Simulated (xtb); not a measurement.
H$_{3}$N, charge +1, doublet, at a GFN2-xTB geometry (a state made from the parent by changing its charge; the spin is typed, not shown lowest); GFN0-xTB in xtb.

The xtb input:
```
$ xtb mol.xyz --gfn 0 --chrg 1 --uhf 1 --json

# file mol.xyz
4

N      0.00000000    -0.00000000     0.00000000
H      0.01502573     1.02772160    -0.01944823
H      0.88265094    -0.52673581     0.01709961
H     -0.89767667    -0.50098579     0.00234863
```

Question: What does xtb print? Leave out banner, timings and long lists.

Answer: 
```
   ID    Z sym.   atoms
    1    7 N      1
    2    1 H      2-4

           -------------------------------------------------
          |                Calculation Setup                |
           -------------------------------------------------

           -------------------------------------------------
          |                 G F N 0 - x T B                 |
           -------------------------------------------------

          ...................................................
          :                      SETUP                      :
          :.................................................:
          :  # basis functions                  10          :
          :  # atomic orbitals                  10          :
          :  # shells                            8          :
          :  # electrons                         7          :
          :  electronic temp.          300.0000000     K    :
          :  accuracy                    1.0000000          :
          :  -> integral cutoff          0.2500000E+02      :
          :  -> integral neglect         0.1000000E-07      :
          ...................................................

         :::::::::::::::::::::::::::::::::::::::::::::::::::::
         ::                     SUMMARY                     ::
         :::::::::::::::::::::::::::::::::::::::::::::::::::::
         :: total energy              -2.676996145536 Eh    ::
         :: gradient norm              0.007697258157 Eh/a0 ::
         :: HOMO-LUMO gap              6.265445255595 eV    ::
         ::.................................................::
         :: H0 energy                 -4.128453533643 Eh    ::
         :: repulsion energy           0.053875356020 Eh    ::
         :: electrostat energy         1.397664707172 Eh    ::
         :: -> Gsolv                   0.000000000000 Eh    ::
         ::    -> Gsasa                0.000000000000 Eh    ::
         ::    -> Gshift               0.000000000000 Eh    ::
         :: dispersion energy         -0.000082675085 Eh    ::
         :: short-range corr.          0.000000000000 Eh    ::
         :: add. restraining           0.000000000000 Eh    ::
         :: total charge               1.000000000000 e     ::
         :::::::::::::::::::::::::::::::::::::::::::::::::::::

           -------------------------------------------------
          |                Property Printout                |
           -------------------------------------------------

    * Orbital Energies and Occupations

         #    Occupation            Energy/Eh            Energy/eV
      -------------------------------------------------------------
         1        2.0000           -0.7012242             -19.0813
         2        2.0000           -0.5715926             -15.5538
         3        2.0000           -0.5715926             -15.5538
         4        1.0000           -0.4396347             -11.9631 (HOMO)
         5                         -0.2093839              -5.6976 (LUMO)
         6                         -0.1082935              -2.9468
         7                         -0.1082935              -2.9468
         8                          0.1756425               4.7795
         9                          0.2152937               5.8584
        10                          0.2152937               5.8584
      -------------------------------------------------------------
                  HL-Gap            0.2302509 Eh            6.2654 eV
             Fermi-level            0.0000000 Eh            0.0000 eV

     #   Z          covCN         q      C6AA      α(0)
     1   7 N        2.577    -1.144    58.651    11.465
     2   1 H        0.859     0.715     0.170     0.646
     3   1 H        0.859     0.715     0.170     0.646
     4   1 H        0.859     0.715     0.170     0.646

 Mol. C6AA /au·bohr⁶  :         79.027622
 Mol. C8AA /au·bohr⁸  :       1620.151721
 Mol. α(0) /au        :         13.402289

Wiberg/Mayer (AO) data.
largest (>0.10) Wiberg bond orders for each atom

 ---------------------------------------------------------------------------
     #   Z sym  total        # sym  WBO       # sym  WBO       # sym  WBO
 ---------------------------------------------------------------------------
     1   7 N    2.935 --     4 H    0.978     3 H    0.978     2 H    0.978
     2   1 H    0.973 --     1 N    0.978
     3   1 H    0.973 --     1 N    0.978
     4   1 H    0.973 --     1 N    0.978
 ---------------------------------------------------------------------------

Topologies differ in total number of bonds
Writing topology from bond orders to xtbtopo.mol

 dipole moment from electron density (au)
     X       Y       Z
  -0.0000  -0.0000   0.0000  total (Debye):    0.000

           -------------------------------------------------
          | TOTAL ENERGY               -2.676996145536 Eh   |
          | GRADIENT NORM               0.007697258157 Eh/α |
          | HOMO-LUMO GAP               6.265445255595 eV   |
           -------------------------------------------------

normal termination of xtb
```
